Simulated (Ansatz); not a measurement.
Mulliken charges of `[CH]Cl` (triplet) from ωB97M-V/def2-TZVPP in Ansatz (PBE0-D4/def2-TZVP geometry).

```json
{"atom": "C1", "x (Å)": "-0.220", "y (Å)": "-0.345", "z (Å)": "-0.155", "charge (e)": "-0.176"}
{"atom": "Cl2", "x (Å)": "1.182", "y (Å)": "-0.023", "z (Å)": "0.645", "charge (e)": "0.032"}
{"atom": "H3", "x (Å)": "-0.962", "y (Å)": "0.369", "z (Å)": "-0.490", "charge (e)": "0.144"}
```

Task: By hand: the dipole of these point charges (1 e Å = 4.8032 D).

Result: Σ q r = (-0.062, 0.113, -0.023) e Å, of length 0.131 e Å = 0.63 D.

Task: How does the dipole of the full density compare? (Estimate.)

Result: Ansatz gave: (-0.065, 0.146, -0.021) e Å, 0.77 D; the point charges give 0.82 times that, at 5° from its direction.

Point charges leave out the atoms' own dipoles, such as those of lone pairs, and Mulliken's split depends on the basis, so the two needn't agree.
